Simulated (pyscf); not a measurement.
This saddle point was located with ωB97X-D3(BJ)/def2-SVP in PySCF.

```xyz
9

O     -1.4825    -0.8289    -0.1305
Nb     0.0105     0.1958    -0.0059
F     -0.8238     1.5256     1.3700
F     -0.4784     1.4801    -1.2620
F      1.2139    -0.5995    -1.1426
F      0.7239    -0.6285     1.5044
H     -2.3432    -1.2399    -0.0008
Cl     1.6330     2.1060     0.7516
H      0.2400     2.0902     1.3441
```

Surface: singlet, charge 0. Lowest wavenumbers (cm⁻¹): 615i, 71, 79, 155, 169.

Problem. Name the species on either side of this saddle.

Solution. `[OH][Nb]([F])([F])([F])[F]` + `[ClH]` <-> `[OH][Nb]([F])([F])([F])[Cl]` + `[FH]`, a four-centre exchange read from left to right: F–Nb, Cl–H broken and Cl–Nb, F–H formed. At ωB97M-D3(BJ)/def2-TZVP it lies +0.23 eV from the left side and -0.08 eV from the right (each side as separated species at their lowest minima found). On the reactant side the descent ends in an adduct with a Cl–Nb contact, 0.40 eV under the separated species and 0.48 eV under the saddle at ωB97X-D3(BJ)/def2-TZVP. On the product side the descent ends in an adduct with a F–Nb contact, 0.42 eV under the separated species and 0.32 eV under the saddle at ωB97X-D3(BJ)/def2-TZVP. At ωB97M-D3(BJ) the saddle lies under the separated products, which points to a path from their complex (located at ωB97X-D3(BJ) alone), and parting the products costs more than the saddle. What is counted as formed (Cl–Nb) is already present as a longer contact in the reactant adduct; forming that adduct is a step of its own. What is counted as broken (F–Nb) persists as a longer contact in the product adduct; parting that adduct is a step of its own. At ωB97X-D3(BJ) the barrier from the zero used here is 0.08 eV. This is the saddle that the search found; another between the same sides may lie lower. Elements past Kr carry the def2 core potentials, without spin-orbit coupling.
